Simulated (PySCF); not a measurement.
## B: ionisation energy

B [He] 2s2 2p1 (2P) → B⁺ [He] 2s2 (1S), as a difference of total energies. Computed with PySCF 2.14 in x2c-QZVPPall with one added diffuse shell each of s, p, d, f type (8s5p4d3f1g, 73 functions), with the spin-free X2C one-electron Hamiltonian (Gaussian nucleus). Correlated levels: valence and next inner shell: nothing frozen. The calculations carry no spin-orbit coupling.

```tsv
method	ionisation energy (eV)	error (eV)
UHF	8.040	-0.257
MP2 (valence and next inner shell)	8.308	+0.011
SCS-MP2 (valence and next inner shell)	8.272	-0.025
CCSD (valence and next inner shell)	8.223	-0.074
CCSD(T) (valence and next inner shell)	8.258	-0.039
```

Reference: 8.297 eV (measured; NIST levels, between the centres of gravity of the two terms).

Errors of the correlated levels include the incompleteness of this basis.
